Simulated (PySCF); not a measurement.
Dipole moment and polarisability of pyrrole

Pyrrole, C4H5N.
Geometry (GFN2-xTB, Å), atoms numbered from 1 in this order:
```
atom  x, y, z in Å
C1     0.3992    1.1166   -0.0373
C2    -0.9478    0.7062   -0.0912
C3    -0.9569   -0.6591   -0.0217
N4     0.3293   -1.0867    0.0718
C5     1.1622   -0.0134    0.0631
H6     0.7585    2.1258   -0.0692
H7    -1.8052    1.3446   -0.1717
H8    -1.7763   -1.3508   -0.0309
H9     0.6199   -2.0477    0.1361
H10    2.2260   -0.1309    0.1285
```

Level: B3LYP/def2-SVPD (PySCF), static field, nuclei fixed, core orbitals frozen in the response. The polarisability tensor in these axes (au):

```
x   60.43  0.56  1.36
y    0.56 58.97 -1.17
z    1.36 -1.17 35.67
```

Problem. What are the eigenvalues, a third of the trace, and Δα (Δα² = ½Σ(αi − αj)² over the three pairs)?

Solution. Principal values 35.53, 58.88 and 60.65 au; mean 51.69 au = 7.66 Å³ = 8.52 × 10⁻⁴⁰ C²·m²/J; Δα = 24.29 au (47 % of the mean).

Problem. What is the dipole moment, and where does it point?

Solution. (0.54, -1.79, 0.12) D, 1.88 D in size, pointing from the negative to the positive side. Measured along this direction, the outermost atoms are H7 and H6 at the negative end and H9 at the positive end.

Problem. Give the principal axes and the span of the nuclei along them.

Solution. Largest value along (0.96, 0.29, 0.04), where the nuclei span 4.19 Å; middle along (-0.29, 0.96, -0.06), 3.96 Å; least along (-0.06, 0.05, 1.00), 0.00 Å. The response follows the extents in order.

Problem. Give the eigenvalues of the traceless quadrupole moment Θ = ½Σq(3rr − r²1), origin at the centre of nuclear charge.

Solution. -7.66, 1.23, 6.43 D·Å. The values depend on the origin, since the dipole doesn't vanish. The electronic extent ⟨r²⟩ about the same centre is 303 bohr², a root-mean-square distance of 1.53 Å for the 36 electrons.

Problem. Find the Langevin capture rate constant for H3O+ (19.018 u) meeting this molecule (67.042 u), k = 2.342 × 10⁻⁹ cm³/s × √(α in Å³ / reduced mass in u).

Solution. The reduced mass is 14.82 u, so k = 1.68 × 10⁻⁹ cm³/s. The formula leaves out the permanent dipole, which adds to the capture rate.

Problem. Form Σ f/ω² (atomic units) for the 8 lowest TDDFT singlets, given as eV and f, and set it beside the mean polarisability, which is this sum over all singlets: 5.46, 0.0000; 6.36, 0.0026; 6.47, 0.0000; 6.50, 0.0346; 6.53, 0.1669; 6.65, 0.0008; 7.15, 0.0000; 7.19, 0.0146.

Solution. They add up to 3.77 au, 7.3 % of the 51.69 au; the largest single term is 2.90 au, from the state at 6.53 eV. Terms in order: 0.00, 0.05, 0.00, 0.61, 2.90, 0.01, 0.00, 0.21 au. Higher excitations give the rest. The strengths listed sum to 0.219.

Isolated species at its GFN2-xTB geometry, gas phase.
